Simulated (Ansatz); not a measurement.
# BHCl2 (triplet): from Hartree-Fock to the top rungs at a displaced geometry (v1), cc-pVDZ

The task here is to estimate one member of a computed series from the others.

Method: cc-pVDZ, core rule «outside noble gas», up to 11 orbitals frozen; program: Ansatz 0.2.0, Gaussian basis.

To be run: UHF; CCSD(T) on ROHF; CCSD(T) on UHF; BCCD(T) on ROHF; CISD; CCSDT(Q) on ROHF; CCSDT(Q) on UHF; CASSCF and NEVPT2, 14 electrons in 11 orbitals.

22 further runs of the same task are left out: 11 that didn't finish, 11 set aside as unsound or not needed.

## The geometry

The geometry is a PBE0/def2-TZVP stationary point (not a proven minimum) with its atoms shifted at random (size 0.040 Å).

4 atoms, charge 0, spin multiplicity 3.

Atoms are counted from 1 here; the program's logs count them from 0.

Bond lengths: Cl1–B2 1.743 Å, B2–Cl3 1.762 Å, B2–H4 1.272 Å. Angles: Cl1–B2–Cl3 148.5°, Cl1–B2–H4 107.1°, Cl3–B2–H4 104.4°.

As a file:

```xyz
4
charge 0, multiplicity 3
Cl   -0.0194   -0.1050    1.6838
B    -0.0202    0.3920    0.0136
Cl    0.0277   -0.0618   -1.6880
H    -0.0751    1.6628    0.0008
```

Set-up of the first run:

in.yaml

```yaml
crystal:
  periodic: [false, false, false]
  atoms:
    - {symbol: Cl, position_ang: [-0.019412, -0.104992, 1.683800]}
    - {symbol: B, position_ang: [-0.020245, 0.392021, 0.013639]}
    - {symbol: Cl, position_ang: [0.027719, -0.061825, -1.687982]}
    - {symbol: H, position_ang: [-0.075058, 1.662830, 0.000828]}
basis:
  gaussian: {orbitals: cc-pVDZ}
magnetization: {spin_polarized: true, initial_magnetization: 2}
hamiltonian: {xc: hf}
output: {orbitals: {seedname: orbitals}}
```

On the command line:

```console
ansatz run in.yaml --threads 1 --pin off --events-out ev --progress --plain --max-ram 2393MiB
```

Steps of the session up to this table: UHF; CCSD(T) on ROHF; CCSD(T) on UHF; BCCD(T) on ROHF; CISD; CCSDT(Q) on ROHF; CCSDT(Q) on UHF; CASSCF and NEVPT2, 14 electrons in 11 orbitals.

One of the session's tables, all rows but one given; the rest of the session is left out.

It belongs to the step «Misses and costs». 

| method | from UCCSDT(Q) (meV) |
| --- | --- |
| ROHF | +10992.4 |
| UHF | +10821.3 |
| RMP2 | +1314.4 |
| UMP2 | ? |
| CISD | +1605.6 |
| RCCSD | +380.2 |
| UCCSD | +374.9 |
| RCCSD(T) | +60.3 |
| UCCSD(T) | +60.8 |
| BCCD(T) | +57.7 |
| RCCSDT | +28.9 |
| UCCSDT | +28.3 |
| RCCSDT(Q) | +3.7 |
| UCCSDT(Q) | 0 |
| CASSCF valence | +9313.3 |
| NEVPT2 valence | +1588.3 |

Estimate the missing values for UMP2.

As computed: from UCCSDT(Q) (meV): +1307.0. In the column «from UCCSDT(Q) (meV)» it lies between RCCSD (+380.2) and RMP2 (+1314.4).

Limits of these values: Restricted and unrestricted rows rest on different reference determinants; where their highest levels disagree by more than a few hundredths of an eV, they describe different states and don't form one ladder.
